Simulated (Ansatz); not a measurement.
Isolated molecules relaxed with PBE0-D4/def2-TZVP in Ansatz; ΔE leaves out vibrations. CCSD(T)/CBS is the MP2 limit (def2-TZVPP, def2-QZVPP) plus CCSD(T) − MP2 in def2-TZVPP, frozen cores. This one scheme is used for every species. Functionals use def2-TZVPP. One conformer a species, not always the lowest.

Reaction (substitution at a C–C bond): `CCOCF` + H–F → `FCOCF` + CH₄

```csv
species,r2SCANh energy (Eh)
`CCOCF`,-293.54441
H–F,-100.44147
`FCOCF`,-353.48389
CH₄,-40.49979
```

**Question.** Work out ΔE.

**Answer.** ΔE = (-353.48389) + (-40.49979) − (-293.54441) − (-100.44147) = 0.00220 Eh = +0.06 eV. CCSD(T)/CBS gives +0.22 eV.

Largest T1 diagnostic among the species: 0.012.

From PBE to PBE0 (25 % exact exchange), in def2-TZVPP and without D4, ΔE moves by +0.04 eV. At CCSD(T), def2-SVP lies −0.19 eV from the extrapolated value and def2-TZVPP −0.06 eV. In def2-TZVPP, CCSD(T) changes the Hartree–Fock value by +0.19 eV (the triples alone add +0.01 eV) and MP2 by +0.27 eV.
